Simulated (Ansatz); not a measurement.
Basis sets over 6 cases of the lowest harmonic wavenumber at HF with Ansatz (Al to Cl present), each against its own reference: (a) the value in aug-pcseg-2; (b) the value in def2-QZVPPD; (c) the value in pcseg-3 (pcseg sets are built for DFT). By their distance from other large sets or by the extrapolation step the references are unsure by up to roughly 2 cm⁻¹ and lie short of the limit. Each level at its own minimum, unscaled; unrestricted open shells; no added dispersion term; no relativity. Cartesian d functions in some cases of 6-31G*, 6-31+G*, 6-311G**, 6-311+G**. (X+d) sets on Al to Cl for cc-pVXZ and aug-cc-pVXZ. 

Cases are drawn at random; left out are references unsure by over 6.7 cm⁻¹, runs with very soft modes, doubtful singlets, and cases whose largest runs show a restricted determinant unstable towards unrestricted orbitals, <S^2> over 0.1 too high or, where CCSD(T) ran, T1 over 0.025 (0.045 for open shells). Sets are drawn from those converged to one state in every case.

Cases (SMILES) and reference values:
- ClC (CH3-Cl): 767 cm⁻¹ (a)
- [PH2] (PH2), doublet: 1221 cm⁻¹ (b)
- [B](Cl)Cl, doublet: 296 cm⁻¹ (a)
- [SiH4] (SiH4): 1010 cm⁻¹ (a)
- [Al]([Cl])[Cl], doublet: 163 cm⁻¹ (a)
- [SiH]=O (O-SiH), doublet: 753 cm⁻¹ (c)

```
basis              functions over def2-SVP (largest species, mean of cases)  mean signed deviation (cm⁻¹)  mean absolute  largest  within 20 cm⁻¹
-----------------  --------------------------------------------------------  ----------------------------  -------------  -------  --------------
STO-3G                                                                  0.4                           146            146      327          1 of 6
6-31G                                                                   0.6                           -28             34       84          2 of 6
pcseg-0                                                                 0.6                           -23             46      112          2 of 6
3-21G                                                                   0.6                           -22             35      106          3 of 6
6-31G*                                                                  0.9                            12             12       36          5 of 6
pcseg-1                                                                 1.0                             4              6       13          6 of 6
def2-SVP                                                                1.0                             1              4        9          6 of 6
6-31+G*                                                                 1.1                             9             11       34          5 of 6
6-311G**                                                                1.4                             3              4        9          6 of 6
6-311+G**                                                               1.6                             0              8       22          5 of 6
aug-pcseg-1                                                             1.6                            -4              6       12          6 of 6
def2-TZVP                                                               1.9                             1              1        2          6 of 6
6-311++G(2d,2p)                                                         2.0                            -2              4        8          6 of 6
pcseg-2                                                                 2.1                             4              4        7          6 of 6
cc-pVTZ                                                                 2.3                            -1              2        4          6 of 6
def2-TZVPD                                                              2.4                            -1              1        2          6 of 6
def2-TZVPP                                                              2.4                             0              1        3          6 of 6
jun-cc-pV(T+d)Z                                                         2.7                            -1              2        5          6 of 6
6-311++G(3df,3pd)                                                       2.9                             1              2        5          6 of 6
def2-TZVPPD                                                             2.9                            -1              1        2          6 of 6
```

Among the sets for which every case ran a larger relative (same family, alike in diffuse functions, listed or not), the smallest listed that holds all cases within 20 cm⁻¹ together with them is pcseg-1, at 1.0 times the functions of def2-SVP, level with def2-SVP. Inside, though some case ran no larger relative to test it: 6-311G**, pcseg-2, cc-pVTZ, def2-TZVPP, 6-311++G(3df,3pd), def2-TZVPPD. Largest deviations of relatives not listed, over the cases that ran them: def2-QZVPPD 0, cc-pVQZ 0, pcseg-3 0, def2-QZVP 0, def2-QZVPP 0, aug-pcseg-2 2, aug-cc-pVTZ 5 cm⁻¹. A case lies within its reference's uncertainty of the window's edge in STO-3G, 6-31G, pcseg-0, 3-21G, 6-311+G**. These figures hold for the cases listed.

Ansatz is an electronic-structure program.
